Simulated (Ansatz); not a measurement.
Basis-set extrapolation for C2HFO2, SMILES `O=C=C(O)F` (PBE0-D4/def2-TZVP geometry, frozen core, Ansatz 0.2.0). Multiplicity 1, RHF reference.

|  | def2-TZVPP | def2-QZVPP |
| --- | --- | --- |
| HF | -325.539310 | -325.553627 |
| MP2 correlation | -1.007740 | -1.089200 |
| CCSD(T) correlation | -1.054463 | not run |

Energies in hartree. Use E(X) = E(∞) + A·exp(−7.88·√X) for Hartree–Fock and E(X) = E(∞) + B·X^(−2.97) for correlation, with X = 3 and 4, and add CCSD(T) minus MP2 of the smaller set to the MP2 limit.

What is the CCSD(T) energy at the basis-set limit?

HF limit: -325.553627 + (-0.014317) × 0.13774 = -325.55560. MP2 limit: -1.089200 + (-0.081460) × 0.74074 = -1.14954. Higher-order term: -1.054463 − (-1.007740) = -0.04672. Total: -326.75186 hartree, 4.30 eV below CCSD(T)/def2-TZVPP.
